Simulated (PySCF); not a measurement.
**Simulated absorption spectrum**

Species: HBO.
SMILES: `B=O`

Computed with TDDFT CAM-B3LYP/def2-SVPD, vertical, gas phase, core orbitals frozen in the response in PySCF. Geometry: PBE0-D3(BJ)/def2-SVP; no solvent, vibrations or thermal averaging.

Computed states:

```json
{"state": "S1", "E (eV)": "7.99", "f": "0.0000"}
{"state": "S2", "E (eV)": "8.26", "f": "0.0000"}
{"state": "S3", "E (eV)": "8.26", "f": "0.0000"}
{"state": "S4", "E (eV)": "9.73", "f": "0.089"}
{"state": "S5", "E (eV)": "9.73", "f": "0.089"}
{"state": "S6", "E (eV)": "9.88", "f": "0.0003"}
{"state": "S7", "E (eV)": "9.88", "f": "0.0003"}
{"state": "S8", "E (eV)": "10.66", "f": "0.0005"}
{"state": "S9", "E (eV)": "10.66", "f": "0.0005"}
{"state": "S10", "E (eV)": "10.80", "f": "0.159"}
```

Broadening: Gaussians 0.25 eV wide at half height, area fixed by f = 4.319×10⁻⁹ ∫ε dν̃. The width is an assumption, not a result. The curve ends short of the highest state used, and states not computed would add to its high-energy end.

(1) Give the broadened spectrum and its maxima.

(2) Coming from long wavelengths, where does ε first pass 100 L mol⁻¹ cm⁻¹?

Answers

(1) 
E (eV), ε (L mol⁻¹ cm⁻¹) and a bar:
```
     7.62          0 
     7.67          0 
     7.71          0 
     7.76          0 
     7.81          0 
     7.85          0 
     7.90          0 
     7.95          0 
     7.99          0 
     8.04          0 
     8.09          0 
     8.13          0 
     8.18          0 
     8.23          0 
     8.28          0 
     8.32          0 
     8.37          0 
     8.42          0 
     8.46          0 
     8.51          0 
     8.56          0 
     8.60          0 
     8.65          0 
     8.70          0 
     8.75          0 
     8.79          0 
     8.84          0 
     8.89          0 
     8.93          0 
     8.98          0 
     9.03          0 
     9.07          0 
     9.12          0 
     9.17          0 
     9.21          0 
     9.26          1 
     9.31          8 
     9.36         45 
     9.40        156 
     9.45        603 #
     9.50       1865 ###
     9.54       3921 ######
     9.59       8131 #############
     9.64      13509 #####################
     9.68      17286 ###########################
     9.73      19273 ##############################
     9.78      17224 ###########################
     9.82      13429 #####################
     9.87       8071 #############
     9.92       3899 ######
     9.97       1519 ##
    10.01        614 #
    10.06        165 
    10.11         37 
    10.15         10 
    10.20          2
```

Maxima: 127 nm (9.73 eV), ε about 19000, made up of S4 (50%) and S5 (50%) (ε in L mol⁻¹ cm⁻¹; maxima over ε = 5, shares over 10%).

(2) At about 132 nm (9.39 eV), 1.39 eV above S1.

The vertical ionisation energy (ΔSCF) is 13.73 eV, 2.92 eV above S10.

Time: 1.6 s; peak memory 0.26 GiB. Hardware: Arm Neoverse V2, one thread, on a shared host.
